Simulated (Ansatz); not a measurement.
**BH3F (doublet): wave-function methods side by side at distance B1–H4 along a hydrogen transfer = 1.379 Å, cc-pVDZ**

The task here is to estimate one member of a computed series from the others.

Program: Ansatz 0.2.0, Gaussian basis. Level of theory: cc-pVDZ, core rule «outside noble gas», up to 2 orbitals frozen. These are calculated values, not measurements.

Plan: UHF; CCSD(T) on ROHF; CCSD(T) on UHF; BCCD(T) on ROHF; CISD; CCSDT(Q) on ROHF; CCSDT(Q) on UHF; CASSCF and MRCISD+Q, 3 electrons in 3 orbitals; CASSCF and NEVPT2, 3 electrons in 3 orbitals.

14 further runs of the same task are left out: 9 for a known fault of the program, 4 that didn't finish, 1 set aside as unsound or not needed.

### The system

The geometry derives from fragments relaxed apart (PBE0/def2-TZVP) and kept rigid, so it is no stationary point. A hydrogen atom is moved between rigid fragments.

5 atoms, charge 0, spin multiplicity 2.

Atoms are counted from 1 here; the program's logs count them from 0.

Bond lengths: B1–H2 1.193 Å, B1–H3 1.193 Å, B1–H4 1.379 Å, H4–F5 1.039 Å. Angles: H2–B1–H3 120.0°, H2–B1–H4 120.0°, H3–B1–H4 120.0°, B1–H4–F5 180.0°.

The first run:

Input file in.yaml:

```yaml
crystal:
  periodic: [false, false, false]
  atoms:
    - {symbol: B, position_ang: [-1.404831, 0.000000, 0.000000]}
    - {symbol: H, position_ang: [-2.001565, 1.033571, 0.000000]}
    - {symbol: H, position_ang: [-2.001565, -1.033571, 0.000000]}
    - {symbol: H, position_ang: [-0.025831, 0.000000, 0.000000]}
    - {symbol: F, position_ang: [1.013169, 0.000000, 0.000000]}
basis:
  gaussian: {orbitals: cc-pVDZ}
magnetization: {spin_polarized: true, initial_magnetization: 1}
hamiltonian: {xc: hf}
output: {orbitals: {seedname: orbitals}}
```

Launch:

```sh
> ansatz run in.yaml --threads 1 --pin off --events-out ev --progress --plain --max-ram 2393MiB
```

Steps of the session up to this table: UHF; CCSD(T) on ROHF; CCSD(T) on UHF; BCCD(T) on ROHF; CISD; CCSDT(Q) on ROHF; CCSDT(Q) on UHF; CASSCF and MRCISD+Q, 3 electrons in 3 orbitals; CASSCF and NEVPT2, 3 electrons in 3 orbitals.

One of the session's tables, all rows but one given; the rest of the session is left out.

```
       method  from UCCSDT(Q) (meV)
         ROHF               +8626.4
          UHF               +8450.4
         RMP2                +793.5
         UMP2                +851.4
         CISD                +740.4
        RCCSD                +163.3
        UCCSD                     ?
     RCCSD(T)                 +32.4
     UCCSD(T)                 +32.7
      BCCD(T)                 +31.3
       RCCSDT                 +15.3
       UCCSDT                 +14.8
    RCCSDT(Q)                  +1.2
    UCCSDT(Q)                     0
  CASSCF pair               +7914.3
  NEVPT2 pair                +833.1
  MRCISD pair                +643.7
MRCISD+Q pair                 +86.4
```

Q: Estimate the row for UCCSD from the others.

The run gave: from UCCSDT(Q) (meV): +157.2. In the column «from UCCSDT(Q) (meV)» it lies between MRCISD+Q pair (+86.4) and RCCSD (+163.3).

Among the levels timed on like hardware and quicker than the yardstick, those that no quicker one beats, quickest first: NEVPT2 pair (0.39 s, +833.1 meV); MRCISD+Q pair (0.6 s, +86.4 meV); BCCD(T) (1.6 s, +31.3 meV).

Caveats from the session: Of the multireference levels listed MRCISD+Q pair comes nearest in total energy (+86.4 meV), which doesn't show that its space is the better one. Restricted and unrestricted rows rest on different reference determinants; where their highest levels disagree by more than a few hundredths of an eV, they describe different states and don't form one ladder.
